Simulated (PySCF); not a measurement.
**Working with the constants of NaLi**

RHF-CCSD(T) constants of NaLi, ¹Σ⁺ (singlet), closed shell (PySCF, no relativity, basis sets Na 6-31G(d,p), Li 6-31G(d,p); masses 22.9898 and 7.0160 u):

```
ωe              : 251.6 cm⁻¹
ωexe            : 2.01 cm⁻¹
Be              : 0.36188 cm⁻¹
αe              : 0.00243 cm⁻¹
D (centrifugal) : 2.99e-06 cm⁻¹
De to Na + Li   : 0.80 eV
```

Q: Estimate the standard entropy (1 bar) and heat capacity of the ideal gas at 1500 K, rigid rotor with B0 and harmonic oscillator at the fundamental.

A: Translation (Sackur–Tetrode, M = 30.01 u): 184.9 J/(mol K). Rotation: q = kT/(σB0) = 2890 with σ = 1, 74.6. Vibration: x = hcν0/kT = 0.237, 20.29. S° = 279.7 J/(mol K); Cp = 7R/2 + 8.28 = 37.4 J/(mol K).

Correlated steps freeze 1 core orbital. Correlated levels converge slowly with the basis: in double zeta they bind strong bonds too weakly, by up to about 1 eV, and carry superposition errors of some tenths. Where the molecule has an RHF reference, its open-shell atoms are computed with UHF.
